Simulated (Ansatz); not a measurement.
Input for Ansatz (development build ahead of 0.2.0):

```yaml
crystal:
  periodic: [false, false, false]
  atoms:
    - { symbol: O, position_ang: [1.1778, 0.0485, 0.01151] }
    - { symbol: C, position_ang: [0.40443, 1.10524, -0.02525] }
    - { symbol: C, position_ang: [-0.92475, 0.7182, 0.0329] }
    - { symbol: C, position_ang: [-0.99787, -0.69013, -0.0134] }
    - { symbol: C, position_ang: [0.36438, -1.06705, -0.00756] }
    - { symbol: H, position_ang: [0.68032, 2.16134, 0.0454] }
    - { symbol: H, position_ang: [-1.86555, 1.35675, -0.02576] }
    - { symbol: H, position_ang: [-1.84078, -1.30056, 0.03882] }
    - { symbol: H, position_ang: [0.69676, -2.17614, 0.04428] }
basis:
  gaussian: { orbitals: cc-pVDZ }
hamiltonian:
  xc: hf
correlation:
  method: mp2
  frozen_orbitals: { C: 1, H: 0, O: 1 }
```

The input is written out in the form of the current development build from the run's settings.

The run gave:

```yaml
Converged: yes
Reference_energy: -228.61299 hartree
Correlation_energy: -0.71576 hartree
Total_energy: -229.32875 hartree
Spin_squared_of_the_determinant: 0.000
```
